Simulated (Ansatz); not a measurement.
in.yaml

```yaml
crystal:
  periodic: [false, false, false]
  atoms:
    - {symbol: Si, position_ang: [0.000000, 0.000000, 2.159500]}
    - {symbol: P, position_ang: [0.000000, 0.000000, 0.000000]}
    - {symbol: Si, position_ang: [0.000000, 0.000000, -2.159500]}
basis:
  gaussian: {orbitals: cc-pVDZ}
magnetization: {spin_polarized: true, initial_magnetization: 5}
hamiltonian: {xc: {name: PBE}}
correlation: {method: ccsd, electrons: outside_noble_gas}
```

```sh
$ ansatz run in.yaml --threads 1 --pin off --events-out ev --progress --plain --max-ram 2393MiB
```

The program prints:

```
562 factors; integrals over basis functions are off by at most 7.8e-4 eV
mean field evaluation 1: about -25023.4726 eV, gradient 7.4e0 eV
mean field evaluation 2: about -25023.4740 eV, gradient 7.4e0 eV
mean field evaluation 4: about -25023.8193 eV, gradient 4.0e0 eV
mean field evaluation 8: about -25024.3561 eV, gradient 1.4e0 eV
mean field evaluation 16: about -25024.3826 eV, gradient 5.3e-3 eV
mean field evaluation 32: about -25023.9810 eV, gradient 4.0e-5 eV
mean field evaluation 64: about -25023.9810 eV, gradient 1.7e-6 eV
mean field evaluation 96: about -25024.3826 eV, gradient 4.0e-6 eV
mean field evaluation 128: about -25024.0483 eV, gradient 4.6e-1 eV
mean field evaluation 160: about -25022.2882 eV, gradient 4.3e0 eV
mean field evaluation 192: about -25023.9827 eV, gradient 2.9e-2 eV
mean field -25024.38256075 eV, -919.6290969720 hartree, gradient 6.5e-6 eV, S^2 8.767167; 12 other end points of the search recorded, 0 dependent functions left out
15 core orbitals not correlated: weight in the atoms' cores, before any rotation towards them, 1.000 or more for the frozen orbitals, at most 0.000 for the correlated occupied ones
reference -24989.49766819 eV, -918.3471008160 hartree; 9, 4 occupied and 30, 35 virtual orbitals, 562 factors
second order -6.81244172 eV of doubles, -0.31905688 eV of singles
cycle   1  -7.21467169 eV  change   -4.4e-1 eV  update   9.9e-2
cycle   2  -7.50826498 eV  change   -2.9e-1 eV  update   3.9e-2
cycle   3  -7.60656766 eV  change   -9.8e-2 eV  update   1.9e-2
cycle   4  -7.62011062 eV  change   -1.4e-2 eV  update   1.0e-2
cycle   5  -7.62543740 eV  change   -5.3e-3 eV  update   6.5e-3
cycle   6  -7.62737637 eV  change   -1.9e-3 eV  update   3.9e-3
cycle   7  -7.62896462 eV  change   -1.6e-3 eV  update   1.7e-3
cycle   8  -7.62927955 eV  change   -3.1e-4 eV  update   6.8e-4
cycle   9  -7.62927615 eV  change    3.4e-6 eV  update   3.1e-4
cycle  10  -7.62940649 eV  change   -1.3e-4 eV  update   1.3e-4
cycle  11  -7.62942794 eV  change   -2.1e-5 eV  update   5.5e-5
cycle  12  -7.62945373 eV  change   -2.6e-5 eV  update   2.3e-5
cycle  13  -7.62944087 eV  change    1.3e-5 eV  update   1.0e-5
cycle  14  -7.62944298 eV  change   -2.1e-6 eV  update   5.4e-6
WARN: the results are in doubt because among natural orbitals full CI differs from the method by -0.209 eV
Total energy: -24997.12711116 eV, -918.6274776739 hartree
In doubt: among natural orbitals full CI differs from the method by -0.209 eV
```

Ran on 1 thread of Arm Neoverse V2, shared host: 16 s wall, 0.12 GiB peak host memory.
